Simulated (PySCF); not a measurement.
## How far are cheaper levels from CCSD(T)/CBS for NO?

PySCF; the state is a doublet (π ↑). The composite is CCSD(T) extrapolated to the basis-set limit from two correlation-consistent sets, with core-valence (CV) and scalar-relativistic (SR) terms as its label shows; it has no spin–orbit coupling and nothing beyond (T). Here it is CCSD(T)/CBS(TQ)+CV+SR. It gives Re = 1.149 Å, ωe = 1926 cm⁻¹ and De = 6.58 eV to N + O.

```tsv
level	basis	relativity	Re (Å)	ωe (cm⁻¹)	De (eV)
UHF-CCSD	def2-TZVPP	no relativity	1.146	1989	5.86
PBE	pcseg-1	no relativity	1.165	1908	7.31
PBEsol	aug-cc-pVDZ	no relativity	1.162	1917	7.74
r²SCAN	STO-3G	no relativity	1.242	1841	5.78
r²SCAN	pcseg-1	no relativity	1.155	1976	6.41
r²SCAN	aug-cc-pVDZ	no relativity	1.156	1959	6.48
B97-3	pcseg-1	no relativity	1.148	2043	6.56
HSE06	aug-cc-pVDZ	no relativity	1.148	2029	6.49
M06-2X	def2-TZVPPD	no relativity	1.136	2074	6.59
LC-ωPBE	def2-TZVPP	no relativity	1.137	2074	6.80
```

Problem. Give the difference of each row from the composite.

Solution. 

| level | basis | ΔRe (pm) | Δωe (%) | ΔDe (eV) |
| --- | --- | --- | --- | --- |
| UHF-CCSD | def2-TZVPP | -0.3 | +3.3 | -0.72 |
| PBE | pcseg-1 | +1.6 | -0.9 | +0.73 |
| PBEsol | aug-cc-pVDZ | +1.3 | -0.5 | +1.16 |
| r²SCAN | STO-3G | +9.3 | -4.4 | -0.80 |
| r²SCAN | pcseg-1 | +0.6 | +2.6 | -0.17 |
| r²SCAN | aug-cc-pVDZ | +0.7 | +1.7 | -0.10 |
| B97-3 | pcseg-1 | -0.1 | +6.1 | -0.02 |
| HSE06 | aug-cc-pVDZ | -0.1 | +5.3 | -0.09 |
| M06-2X | def2-TZVPPD | -1.3 | +7.7 | +0.01 |
| LC-ωPBE | def2-TZVPP | -1.2 | +7.7 | +0.22 |

Problem. Which rows come closest in De?

Solution. B97-3 in pcseg-1 (-0.02 eV); M06-2X in def2-TZVPPD (+0.01 eV), counted from the composite.

Correlated steps freeze 2 core orbitals. STO-3G is very small, so such numbers show the basis as much as the molecule. The state was picked by a PBE0 search and need not be the measured ground state.
